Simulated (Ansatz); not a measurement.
## What a trial cell of Zr₂O relaxes into

Computed with DFT r2SCAN, scalar-relativistic, plane waves, PAW in Ansatz. Cutoff 500 eV, Γ-centred k mesh, Gaussian smearing, no spin polarisation in the final step.

Zr₂O was placed on the anti-tetragonal zirconia structure type (P4_2/nmc, No. 137), with O in place of Zr, Zr in place of O, at a guessed volume.

```
CELL_PARAMETERS angstrom
4.10347 0.00000 0.00000
0.00000 4.10347 0.00000
0.00000 0.00000 5.90741
ATOMIC_POSITIONS crystal
Zr 0.00000 0.50000 0.20300
Zr 0.00000 0.50000 0.70300
Zr 0.50000 0.00000 0.29700
Zr 0.50000 0.00000 0.79700
O 0.00000 0.00000 0.00000
O 0.50000 0.50000 0.50000
```

Cell and atoms relax at zero pressure; the relaxation can't lower the symmetry of the start. After a coarse first stage the cell is made exact in the group found at 0.06 Å.

Energies over the elements count from the elements' standard structures at the same level (O₂ as a molecule), with no empirical corrections.

Problem. Which crystal results?

Solution. It keeps P4_2/nmc (No. 137), but not the shape of the type it started on. Conventional cell: a = 3.312 Å, c = 10.235 Å. Around Zr lie 2 O at 2.10 Å; O is coordinated by 4 Zr at 2.10 Å.

```xyz
6
Lattice="3.3123 0.0000 0.0000 0.0000 3.3123 0.0000 0.0000 0.0000 10.2348" Properties=species:S:1:pos:R:3 pbc="T T T"
Zr    0.0000    1.6562    1.2926
Zr    0.0000    1.6562    6.4100
Zr    1.6562    0.0000    3.8248
Zr    1.6562    0.0000    8.9422
O     0.0000    0.0000    0.0000
O     1.6562    1.6562    5.1174
```

Problem. What are its volume, energy, density and gap?

Solution. The volume per atom is 18.72 Å³ and the density is 5.87 g/cm³. The energy over the elements is -1.76 eV/atom. The gap on the 12×12×4 mesh is 0 eV (a metal).

The final run used a 12×12×4 mesh on its 6-atom cell and 0.10 eV smearing. The k mesh leaves about 4 meV/atom of noise in metals. Symmetry constrained the relaxation, so the result can be a saddle point.

Cost: 4 runs of about 9.8 core-minutes in all, on Arm Neoverse V2 (shared hosts).